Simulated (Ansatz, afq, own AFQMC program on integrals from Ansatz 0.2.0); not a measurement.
## SiHO, doublet in cc-pVDZ, levels against CCSDT(Q)

```xyz
3

Si    0.0000    0.0412    0.7626
O     0.0000   -0.1158   -1.2282
H     0.0000    0.6887   -1.7550
```

Connectivity, by distances: Si–OH.

Basis cc-pVDZ. Only valence electrons are correlated. Ansatz 0.2.0 and our own AFQMC program on the same integrals; the CISD trial comes from CCSD amplitudes, and released means the phaseless constraint is let go. Error bars are statistical, one sigma.

Determinant: UHF, the one that the program's search chose, which needn't be the lowest solution. The geometry is a point of a scan.

No full CI on the walks' own integrals is used here; CCSDT(Q) serves as the reference and is uncertain by about the last step of the cluster series.

```
T1 diagnostic                               : 0.0314
weight of the determinant in the CISD state : 0.870
⟨S²⟩ of the determinant                     : 0.769
size of the correlated space                : 11 electrons in 31 orbitals
```

| level | correlation energy (eV) |
| --- | --- |
| MP2 | -7.0210 |
| CCSD | -7.5565 |
| CCSD(T) | -7.7948 |

**Question.** Estimate where phaseless AFQMC with a CISD trial lies against CCSD(T) on the same integrals.

**Answer.** 1.02 ± 0.62 kcal/mol below CCSD(T). The gap is under twice the noise, so this walk alone can't tell the two apart.

Reference: CCSDT(Q), correlation energy -7.859 eV. The released energy is read at 2.40 1/Eh (meV from the phaseless value at times in 1/Eh: 18 ± 19 at 0.24, -15 ± 21 at 0.51, -19 ± 27 at 0.99, -3 ± 35 at 1.62, 7 ± 30 at 2.40).

```json
{"level": "CCSD(T)", "E − E(reference) (kcal/mol)": "1.48", "share of correlation (%)": "99.18"}
{"level": "CCSDT", "E − E(reference) (kcal/mol)": "0.85", "share of correlation (%)": "99.53"}
{"level": "ph-AFQMC/CISD", "E − E(reference) (kcal/mol)": "0.46 ± 0.62", "share of correlation (%)": "99.75"}
{"level": "released AFQMC", "E − E(reference) (kcal/mol)": "0.63 ± 0.70", "share of correlation (%)": "99.65"}
```

A walk keeps the symmetry of its determinant, which the program's search chose and which needn't be the lowest solution, so a lower state of the same spin and another symmetry isn't excluded. Released energies are given only where the last usable release times agree within the noise; a slower fall can still hide under it.
